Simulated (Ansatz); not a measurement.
# CH₇NSi: how energies converge with the basis set

One table from this session's results is given with a row withheld; the runs are named, their logs left out.

Program: Ansatz 0.2.0, Gaussian basis. Level of theory: one geometry, several basis sets. These are calculated values, not measurements.

Plan: PBE0-D4/def2-SVP; ωB97M-V/def2-SVP; PBE0-D4/def2-QZVPP; ωB97M-V/def2-QZVPP; CCSD(T)/cc-pV(D+d)Z; CCSD(T)/cc-pV(T+d)Z; CCSD(T)/cc-pV(Q+d)Z; the functionals' def2-TZVPP values are taken from earlier runs.

## The geometry

The geometry comes from an earlier relaxation with PBE0-D4 in a triple-zeta def2 set; it is a stationary point, not always the lowest conformer.

SMILES `C[SiH2]N`, 10 atoms, charge 0, spin multiplicity 1.

Atoms are counted from 1 here; the program's logs count them from 0.

Bond lengths: C1–Si2 1.871 Å, C1–H4 1.094 Å, C1–H5 1.093 Å, C1–H6 1.093 Å, Si2–N3 1.720 Å, Si2–H7 1.489 Å, Si2–H8 1.489 Å, N3–H9 1.007 Å, N3–H10 1.007 Å. Angles: Si2–C1–H4 110.5°, Si2–C1–H5 111.2°, Si2–C1–H6 111.2°, H4–C1–H5 107.9°, H4–C1–H6 107.9°, H5–C1–H6 108.0°, C1–Si2–N3 116.4°, C1–Si2–H7 108.4°, C1–Si2–H8 108.4°, N3–Si2–H7 106.9°, N3–Si2–H8 106.9°, H7–Si2–H8 109.8°, Si2–N3–H9 120.7°, Si2–N3–H10 120.7°, H9–N3–H10 111.1°.

Set-up of the first run:

File in.yaml:

```yaml
crystal:
  periodic: [false, false, false]
  atoms:
    - {symbol: C, position_ang: [-1.164036, 0.523693, -0.550479]}
    - {symbol: Si, position_ang: [0.201262, -0.665157, -0.076718]}
    - {symbol: N, position_ang: [1.478051, -0.020913, 0.879671]}
    - {symbol: H, position_ang: [-1.921775, 0.016263, -1.154969]}
    - {symbol: H, position_ang: [-0.773154, 1.361008, -1.134476]}
    - {symbol: H, position_ang: [-1.657858, 0.930922, 0.335654]}
    - {symbol: H, position_ang: [0.818482, -1.192399, -1.324873]}
    - {symbol: H, position_ang: [-0.399190, -1.784167, 0.700508]}
    - {symbol: H, position_ang: [2.165163, 0.592997, 0.474429]}
    - {symbol: H, position_ang: [1.336154, 0.186654, 1.854353]}
basis:
  gaussian: {orbitals: def2-SVP}
hamiltonian: {xc: pbe0, dispersion: d4}
output: {orbitals: {seedname: orbitals}}
```

The run is started by

```
ansatz run in.yaml --threads 2 --pin off --events-out ev --progress --plain --max-ram 32768MiB --backend cpu
```

Steps of the session up to this table: PBE0-D4 in def2-SVP; ωB97M-V in def2-SVP; PBE0-D4 in def2-QZVPP; ωB97M-V in def2-QZVPP.

One table of the session follows, with a row left open; its other results are not shown here.

It belongs to the step «Functionals by basis». 

| functional | basis | HOMO (eV) | LUMO (eV) |
| --- | --- | --- | --- |
| PBE0-D4 | def2-SVP | -6.96 | 1.40 |
| PBE0-D4 | def2-TZVPP | -7.19 | 0.69 |
| PBE0-D4 | def2-QZVPP | -7.23 | 0.38 |
| ωB97M-V | def2-SVP | -9.31 | 3.11 |
| ωB97M-V | def2-TZVPP | -9.55 | 2.14 |
| ωB97M-V | def2-QZVPP | ? | ? |

Q: Estimate the row for ωB97M-V, def2-QZVPP from the others.

**Answer.** HOMO (eV): -9.59; LUMO (eV): 1.60. In the column «HOMO (eV)» it is the lowest.
